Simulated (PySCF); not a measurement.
PySCF input file for ethylene (C2H4), SMILES C=C, TDA-M06-2X/def2-TZVPD. Geometry: r2SCAN-D4/def2-TZVP.

```python
import numpy as np
from pyscf import gto, scf, dft, tdscf

mol = gto.M(
    atom='''
    C     0.00000000    0.00000000   -0.66284519
    C     0.00000000   -0.00000000    0.66284519
    H     0.00000000   -0.92336591   -1.23216606
    H     0.00000000    0.92336590   -1.23216606
    H     0.00000000    0.92336591    1.23216606
    H     0.00000000   -0.92336590    1.23216606
    ''',
    basis='def2-TZVPD',
    charge=0,
    spin=0,
    symmetry=True,
    max_memory=1600,
    verbose=4,
)
mf = dft.RKS(mol, xc='m06-2x').density_fit(auxbasis='def2-universal-jkfit')
mf.grids.level = 4
mf.conv_tol = 1e-9
mf.max_cycle = 100
mf.kernel()
mf.grids = dft.Grids(mol).set(level=2).build(with_non0tab=True)  # coarser grid for the response kernel
td = tdscf.TDA(mf)
td.singlet = True
td.nstates = 10
td.conv_tol = 1e-4
td.kernel(x0=td.get_init_guess(mf, 15))
td.analyze()
tt = tdscf.TDA(mf)
tt.singlet = False
tt.nstates = 4
tt.conv_tol = 1e-4
tt.kernel(x0=tt.get_init_guess(mf, 9))
tt.analyze(verbose=3)
```

Log of the run:

```
PySCF version 2.14.0

[INPUT] verbose = 4
[INPUT] num. atoms = 6
[INPUT] num. electrons = 16
[INPUT] charge = 0
[INPUT] spin (= nelec alpha-beta = 2S) = 0
[INPUT] symmetry True subgroup None
[INPUT] Mole.unit = angstrom
[INPUT] Symbol           X                Y                Z      unit          X                Y                Z       unit  Magmom
[INPUT]  1 C      0.000000000000   0.000000000000  -0.662845190000 AA    0.000000000000   0.000000000000  -1.252595872085 Bohr   0.0
[INPUT]  2 C      0.000000000000   0.000000000000   0.662845190000 AA    0.000000000000   0.000000000000   1.252595872085 Bohr   0.0
[INPUT]  3 H      0.000000000000  -0.923365910000  -1.232166060000 AA    0.000000000000  -1.744908682660  -2.328456393384 Bohr   0.0
[INPUT]  4 H      0.000000000000   0.923365900000  -1.232166060000 AA    0.000000000000   1.744908663763  -2.328456393384 Bohr   0.0
[INPUT]  5 H      0.000000000000   0.923365910000   1.232166060000 AA    0.000000000000   1.744908682660   2.328456393384 Bohr   0.0
[INPUT]  6 H      0.000000000000  -0.923365900000   1.232166060000 AA    0.000000000000  -1.744908663763   2.328456393384 Bohr   0.0

nuclear repulsion = 33.4489415357029
point group symmetry = D2h
symmetry origin: [0. 0. 0.]
symmetry axis x: [1. 0. 0.]
symmetry axis y: [ 0.00000000e+00  1.00000000e+00 -3.10569576e-09]
symmetry axis z: [0.00000000e+00 3.10569576e-09 1.00000000e+00]
num. orbitals of irrep Ag = 24
num. orbitals of irrep B1g = 6
num. orbitals of irrep B2g = 10
num. orbitals of irrep B3g = 15
num. orbitals of irrep Au = 6
num. orbitals of irrep B1u = 24
num. orbitals of irrep B2u = 15
num. orbitals of irrep B3u = 10
number of shells = 46
number of NR pGTOs = 148
number of NR cGTOs = 110
basis = def2-TZVPD
ecp = {}


[settings echo left out]
init E= -78.6346738321033
HOMO (B3u) = -0.320242506410221  LUMO (B2g) = -0.0468905703135013  gap/eV = 7.43829
cycle= 1 E= -78.5602927960859  delta_E= 0.0744  |g|= 0.214  |ddm|= 1.57
HOMO (B3u) = -0.300685501538726  LUMO (Ag) = 0.0324551202851637  gap/eV = 9.06522
cycle= 2 E= -78.5665255105867  delta_E= -0.00623  |g|= 0.148  |ddm|= 0.348
HOMO (B3u) = -0.340572055844539  LUMO (Ag) = 0.0296470324158769  gap/eV = 10.07417
cycle= 3 E= -78.5720950438694  delta_E= -0.00557  |g|= 0.0179  |ddm|= 0.11
HOMO (B3u) = -0.336163066082909  LUMO (Ag) = 0.029991886266  gap/eV = 9.96358
cycle= 4 E= -78.5721788224009  delta_E= -8.38e-05  |g|= 0.00132  |ddm|= 0.0164
HOMO (B3u) = -0.336078665762866  LUMO (Ag) = 0.0299641941193407  gap/eV = 9.96053
cycle= 5 E= -78.5721793079275  delta_E= -4.86e-07  |g|= 0.0002  |ddm|= 0.00291
HOMO (B3u) = -0.33604444826286  LUMO (Ag) = 0.0299625581585659  gap/eV = 9.95956
cycle= 6 E= -78.572179322011  delta_E= -1.41e-08  |g|= 2.33e-05  |ddm|= 0.000324
HOMO (B3u) = -0.336046814995806  LUMO (Ag) = 0.0299619999966581  gap/eV = 9.95961
cycle= 7 E= -78.5721793223581  delta_E= -3.47e-10  |g|= 2.52e-06  |ddm|= 6.73e-05
HOMO (B3u) = -0.336046935082535  LUMO (Ag) = 0.0299619725841289  gap/eV = 9.95961
Extra cycle  E= -78.5721793223619  delta_E= -3.78e-12  |g|= 6.88e-07  |ddm|= 8.11e-06
converged SCF energy = -78.5721793223619
tot grids = 43904


******** <class 'pyscf.tdscf.rks.TDA'> for <class 'pyscf.df.df_jk.DFSymAdaptedRKS'> ********
nstates = 10 singlet
deg_eia_thresh = 1.000e-03
wfnsym = None
conv_tol = 0.0001
eigh lindep = 1e-12
eigh level_shift = 0
eigh max_cycle = 100


Excitation energies (eV)
[ 7.33919877  7.97072723  7.99573269  8.3200206   8.5035581   9.37737407
  9.49713762  9.64245294  9.85822789 10.11263952]

** Singlet excitation energies and oscillator strengths **
Excited State   1:  B3u      7.33920 eV    168.93 nm  f=0.0762
       8 -> 9         0.69682
Excited State   2:  B2g      7.97073 eV    155.55 nm  f=0.0000
       8 -> 11       -0.70073
Excited State   3:  B1g      7.99573 eV    155.06 nm  f=0.0000
       7 -> 10       -0.65730
       8 -> 12       -0.23043
Excited State   4:  B1u      8.32002 eV    149.02 nm  f=0.5104
       8 -> 10       -0.67892
Excited State   5:  B1g      8.50356 eV    145.80 nm  f=0.0000
       7 -> 10        0.23812
       8 -> 12       -0.65541
       8 -> 25        0.10768
Excited State   6:  B2g      9.37737 eV    132.22 nm  f=0.0000
       6 -> 10        0.68857
       6 -> 21        0.12385
Excited State   7:  B3g      9.49714 eV    130.55 nm  f=0.0000
       7 -> 9        -0.69601
Excited State   8:  B3u      9.64245 eV    128.58 nm  f=0.0833
       8 -> 14       -0.68601
       8 -> 15        0.10866
Excited State   9:   Au      9.85823 eV    125.77 nm  f=0.0000
       8 -> 13       -0.69748
Excited State  10:  B2u     10.11264 eV    122.60 nm  f=0.0994
       7 -> 11       -0.69540

** Transition electric dipole moments (AU) **
state          X           Y           Z        Dip. S.      Osc.
  1         0.6509      0.0000      0.0000      0.4237      0.0762
  2         0.0000     -0.0000      0.0000      0.0000      0.0000
  3        -0.0000     -0.0000     -0.0000      0.0000      0.0000
  4         0.0000     -0.0000      1.5824      2.5041      0.5104
  5        -0.0000     -0.0000     -0.0000      0.0000      0.0000
  6        -0.0000     -0.0000     -0.0000      0.0000      0.0000
  7        -0.0000      0.0000      0.0000      0.0000      0.0000
  8         0.5937     -0.0000     -0.0000      0.3525      0.0833
  9        -0.0000     -0.0000     -0.0000      0.0000      0.0000
 10         0.0000     -0.6334      0.0000      0.4012      0.0994

** Transition velocity dipole moments (imaginary part, AU) **
state          X           Y           Z        Dip. S.      Osc.
  1         0.1782      0.0000      0.0000      0.0317      0.0785
  2        -0.0000     -0.0000      0.0000      0.0000      0.0000
  3        -0.0000     -0.0000     -0.0000      0.0000      0.0000
  4         0.0000     -0.0000      0.2086      0.0435      0.0949
  5        -0.0000     -0.0000     -0.0000      0.0000      0.0000
  6        -0.0000     -0.0000     -0.0000      0.0000      0.0000
  7        -0.0000      0.0000      0.0000      0.0000      0.0000
  8         0.1484     -0.0000     -0.0000      0.0220      0.0414
  9        -0.0000     -0.0000     -0.0000      0.0000      0.0000
 10         0.0000     -0.2305     -0.0000      0.0531      0.0953

** Transition magnetic dipole moments (imaginary part, AU) **
state          X           Y           Z
  1        -0.0000     -0.0000      0.0000
  2         0.0000     -0.1114      0.0000
  3         0.0000     -0.0000     -1.3433
  4         0.0000      0.0000      0.0000
  5         0.0000     -0.0000      0.3771
  6         0.0000     -1.7494     -0.0000
  7         1.0164     -0.0000      0.0000
  8         0.0000      0.0000     -0.0000
  9         0.0000      0.0000     -0.0000
 10        -0.0000     -0.0000     -0.0000


******** <class 'pyscf.tdscf.rks.TDA'> for <class 'pyscf.df.df_jk.DFSymAdaptedRKS'> ********
nstates = 4 triplet
deg_eia_thresh = 1.000e-03
wfnsym = None
conv_tol = 0.0001
eigh lindep = 1e-12
eigh level_shift = 0
eigh max_cycle = 100


Excitation energies (eV)
[4.89395138 7.38689392 7.66233104 7.93109841]

** Triplet excitation energies and oscillator strengths **
Excited State   1:  B1u      4.89395 eV    253.34 nm  f=0.0000
Excited State   2:  B3u      7.38689 eV    167.84 nm  f=0.0000
Excited State   3:  B1g      7.66233 eV    161.81 nm  f=0.0000
Excited State   4:  B2g      7.93110 eV    156.33 nm  f=0.0000
```

Self-consistency was reached.
